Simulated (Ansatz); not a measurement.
C2H4O2, SMILES `C=C(O)O`, 8 atoms. Charge 0, multiplicity 1. All runs use 4 threads of a server CPU on a shared host. Correlated methods freeze the cores. Open-shell runs search over several starts.

(1) Give the basis size and wall time and peak host memory of each of these runs in Ansatz. UKS B3LYP-D4/def2-TZVPP energy of the cation; RHF-CCSD(T)/def2-SVP energy; UKS PBE0-D4/def2-TZVPP energy of the cation; RKS PBE0-D4/def2-TZVP relaxation (6 steps); RKS PBE-D4/def2-TZVPP energy and forces; UKS PBE-D4/def2-TZVPP energy of the cation; UHF-CCSD(T)/def2-TZVPP energy of the cation; RKS PBE-QIDH (frozen core)/def2-TZVPP energy; RKS revPBE-D4/def2-TZVPP energy; UHF-MP2/def2-QZVPP energy of the cation; RKS PBE0-D4/def2-QZVPP energy; RKS PBE0-D4/def2-TZVP frequencies. (Estimate.)

Results:

(1) The calculation gave: Other jobs shared the machine, so times are rough.

```tsv
level	job	functions	wall time	peak host memory (GiB)
RKS revPBE-D4/def2-TZVPP	energy	180	0.95 s	0.17
RKS PBE-D4/def2-TZVPP	energy and forces	180	1.1 s	0.17
RHF-CCSD(T)/def2-SVP	energy	76	1.4 s	0.23
UKS PBE-D4/def2-TZVPP	energy of the cation	180	1.8 s	0.2
RKS PBE-QIDH (frozen core)/def2-TZVPP	energy	180	2.1 s	0.34
UKS PBE0-D4/def2-TZVPP	energy of the cation	180	2.1 s	0.37
UKS B3LYP-D4/def2-TZVPP	energy of the cation	180	2.2 s	0.37
RKS PBE0-D4/def2-QZVPP	energy	348	3.4 s	0.9
RKS PBE0-D4/def2-TZVP	relaxation (6 steps)	148	8 s	0.25
UHF-MP2/def2-QZVPP	energy of the cation	348	11 s	1.5
RKS PBE0-D4/def2-TZVP	frequencies	148	39 s	0.25
UHF-CCSD(T)/def2-TZVPP	energy of the cation	180	6.3 min	2.2
```

B3LYP here is the variant with VWN-RPA as its local correlation; programs differ in this.
